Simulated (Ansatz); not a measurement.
# H3OPS: the cost of one run

Program: Ansatz 0.2.0. Level of theory: RKS LDA/def2-mTZVP. These are calculated values, not measurements.

## (1) The structure to begin with

Bond lengths: O1–P2 1.579 Å, P2–S3 2.084 Å, O1–H4 0.921 Å, P2–H5 1.434 Å, S3–H6 1.379 Å. Angles: O1–P2–S3 93.7°, O1–P2–H5 98.3°, S3–P2–H5 98.9°, P2–O1–H4 110.0°, P2–S3–H6 97.1°.

As a file:

```xyz
6

O    -1.4000    0.3434   -0.5246
P    -0.0420    0.8420    0.1079
S     0.5847   -1.0798    0.6149
H    -1.6822   -0.4242   -0.1009
H     0.7038    1.0044   -1.1065
H     1.8777   -0.7499    0.9630
```

## (2) End point A

input.yaml

```yaml
crystal:
  periodic: [false, false, false]
  atoms:
    - { symbol: O, position_ang: [-1.4, 0.3434, -0.5246] }
    - { symbol: P, position_ang: [-0.042, 0.842, 0.1079] }
    - { symbol: S, position_ang: [0.5847, -1.0798, 0.6149] }
    - { symbol: H, position_ang: [-1.6822, -0.4242, -0.1009] }
    - { symbol: H, position_ang: [0.7038, 1.0044, -1.1065] }
    - { symbol: H, position_ang: [1.8777, -0.7499, 0.963] }
basis:
  gaussian: { orbitals: def2-mTZVP }
hamiltonian:
  xc: lda
relax:
  f_tol: 0.015
  max_steps: 40
```

On the command line:

```bash
> ansatz run input.yaml --threads 1 --pin off --max-ram 2048MiB --backend cpu --events-out ev --progress --plain --runs-dir out
```

Q: Estimate wall time and peak memory on 1 thread of Intel Xeon Platinum 8375C at 2.90GHz (Ice Lake), shared host.

About 16 s, with a peak of 0.14 GiB.
